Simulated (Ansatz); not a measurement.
bcc Fe, treated with LDA (Ansatz, a first-principles code, plane waves, PAW).

Run with plane-wave cutoff 520 eV, 26×26×26 k mesh, Fermi–Dirac smearing 0.05 eV, spin-polarised with parallel moments, scalar-relativistic PAW data made under PBE.

Computed at the level's own relaxed cell.

Problem. Give the computed volume per atom, bulk modulus B0, equilibrium lattice constant a and magnetic moment per atom (the cell's total over its atoms).

Solution. 
* **volume per atom**: 10.40 Å³/atom
* **bulk modulus B0**: 249 GPa
* **equilibrium lattice constant a**: 2.750 Å
* **magnetic moment per atom (the cell's total over its atoms)**: 1.99 μB

The run finds no gap.

Measured, for comparison: equilibrium volume per atom 11.61 Å³/atom, lattice constant a 2.853 Å (static lattice: zero-point anharmonic expansion removed; as tabulated in Mejia-Rodriguez and Trickey (2018), arXiv:1807.09216); bulk modulus 174 GPa (corrected for temperature and zero-point phonon effects, our sources range from 170 to 175; as tabulated in Levämäki et al. (2014), arXiv:1402.3671). Computed (rounded) less measured: equilibrium volume per atom -10.4 %, bulk modulus +43 % (+42 % to +46 % over the range), lattice constant a -3.6 %.

Moments are spin moments.

Static lattice: no zero-point or thermal effects.
